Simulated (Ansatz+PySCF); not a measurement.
Values are calculated unless marked as measured or tabulated.
This PySCF input gave a total energy of -551.06672 hartree.

```python
from pyscf import gto, scf

mol = gto.M(atom="""
S 0.000000 0.000000 1.189290
C 0.000000 1.235050 -0.003070
C 0.000000 -1.235050 -0.003070
C 0.000000 0.712020 -1.269550
C 0.000000 -0.712020 -1.269550
H 0.000000 2.283350 0.293140
H 0.000000 -2.283350 0.293140
H 0.000000 1.325550 -2.171740
H 0.000000 -1.325550 -2.171740
""", basis='def2-svp', charge=0, spin=0)
mf = scf.RHF(mol)
mf.init_guess = 'huckel'
mf.kernel()
while True:  # follow internal instabilities
    mo, _, stable, _ = mf.stability(return_status=True)
    if stable: break
    mf.kernel(mf.make_rdm1(mo, mf.mo_occ))
print(mf.converged, mf.e_tot, mf.spin_square()[0])
```

Q: Write an input for Ansatz with the same method and basis set.

A:

```yaml
crystal:
  periodic: [false, false, false]
  atoms:
    - { symbol: S, position_ang: [0.0, 0.0, 1.18929] }
    - { symbol: C, position_ang: [0.0, 1.23505, -0.00307] }
    - { symbol: C, position_ang: [0.0, -1.23505, -0.00307] }
    - { symbol: C, position_ang: [0.0, 0.71202, -1.26955] }
    - { symbol: C, position_ang: [0.0, -0.71202, -1.26955] }
    - { symbol: H, position_ang: [0.0, 2.28335, 0.29314] }
    - { symbol: H, position_ang: [0.0, -2.28335, 0.29314] }
    - { symbol: H, position_ang: [0.0, 1.32555, -2.17174] }
    - { symbol: H, position_ang: [0.0, -1.32555, -2.17174] }
basis:
  gaussian: { orbitals: def2-SVP }
hamiltonian:
  xc: hf
```

Ansatz (development build ahead of 0.2.0) gave -551.06671 hartree, 0.19 meV from the first.
